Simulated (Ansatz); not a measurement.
A calculation with Ansatz (development build ahead of 0.2.0).

```yaml
crystal:
  periodic: [false, false, false]
  atoms:
    - { symbol: C, position_ang: [-0.00417, -0.00883, -0.3075] }
    - { symbol: O, position_ang: [0.00401, 1.1261, 0.2136] }
    - { symbol: O, position_ang: [-0.00355, -1.12483, 0.21259] }
    - { symbol: H, position_ang: [0.00133, -0.0007, -1.48291] }
basis:
  gaussian: { orbitals: STO-3G }
total_charge: -1
hamiltonian:
  xc: hf
correlation:
  method: mp2
  frozen_orbitals: { C: 1, H: 0, O: 1 }
```

The input is written out in the form of the current development build from the run's settings.

Results

```json
{
  "Converged": "yes",
  "Reference energy": "-185.45360 hartree",
  "Correlation energy": "-0.14789 hartree",
  "Total energy": "-185.60149 hartree",
  "Spin squared of the determinant": "0.000"
}
```

Caution: no diffuse functions for an anion.
